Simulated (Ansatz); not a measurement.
# C2H4ClF3: the cost of one run

Program: Ansatz 0.2.0. Level of theory: the levels named in each step. These are calculated values, not measurements.

## Step 1: The structure to begin with

Bond lengths: F1–C2 1.350 Å, C2–Cl3 1.777 Å, F4–C5 1.347 Å, C5–F6 1.346 Å, C2–H7 1.093 Å, C2–H8 1.093 Å, C5–H9 1.098 Å, C5–H10 1.098 Å. Angles: F1–C2–Cl3 109.4°, F1–C2–H7 108.5°, F1–C2–H8 108.6°, Cl3–C2–H7 108.7°, Cl3–C2–H8 108.7°, H7–C2–H8 112.9°, F4–C5–F6 107.4°, F4–C5–H9 108.8°, F4–C5–H10 108.9°, F6–C5–H9 108.8°, F6–C5–H10 108.9°, H9–C5–H10 113.8°.

As a file:

```xyz
10

F     0.6675   -1.1753    2.3073
C     0.4301   -0.5939    1.1122
Cl   -1.3098   -0.2744    0.9463
F     0.8911    1.6430   -1.1928
C     0.0874    0.9903   -2.0539
F     0.5079   -0.2872   -2.1092
H     0.9657    0.3583    1.0770
H     0.7368   -1.2842    0.3217
H    -0.9382    1.0091   -1.6631
H     0.1906    1.4422   -3.0491
```

## Step 2: A rough first relaxation, PBE-D4/def2-SVP

This run stands in another session on the same molecule. It ended at:

```xyz
10

F     0.7294   -1.1417    2.2909
C     0.4158   -0.5971    1.0896
Cl   -1.3557   -0.2663    0.9777
F     0.9044    1.6814   -1.1508
C     0.1135    0.9769   -2.0120
F     0.5661   -0.3097   -2.0679
H     0.9282    0.3756    0.9527
H     0.6600   -1.2956    0.2651
H    -0.9285    0.9747   -1.6224
H     0.1959    1.4298   -3.0266
```

## Step 3: Relaxation, r2SCAN-D4/def2-TZVPP

Input file input.yaml:

```yaml
crystal:
  periodic: [false, false, false]
  atoms:
    - { symbol: F, position_ang: [0.72940651, -1.1416749, 2.29094563] }
    - { symbol: C, position_ang: [0.41575278, -0.59712141, 1.08955238] }
    - { symbol: Cl, position_ang: [-1.35571478, -0.26633754, 0.97772658] }
    - { symbol: F, position_ang: [0.90436869, 1.68137627, -1.1507829] }
    - { symbol: C, position_ang: [0.1135075, 0.97693859, -2.01195499] }
    - { symbol: F, position_ang: [0.56613173, -0.30971531, -2.06788555] }
    - { symbol: H, position_ang: [0.92819702, 0.37555327, 0.95267651] }
    - { symbol: H, position_ang: [0.65997793, -1.29564119, 0.26506693] }
    - { symbol: H, position_ang: [-0.92851896, 0.97468687, -1.62243755] }
    - { symbol: H, position_ang: [0.19594159, 1.42980535, -3.02658705] }
basis:
  gaussian: { orbitals: def2-TZVPP }
hamiltonian:
  xc: r2scan
  dispersion: d4
relax:
  f_tol: 0.002
  max_steps: 150
```

Launch:

```
$ ansatz run input.yaml --threads 4 --pin off --max-ram 10240MiB --backend cpu --events-out ev --progress --plain --runs-dir out
```

Q: Estimate wall time and peak memory on 4 threads of Intel Xeon Platinum 8488C (Sapphire Rapids), shared host.

About 42 s, with a peak of 0.36 GiB.
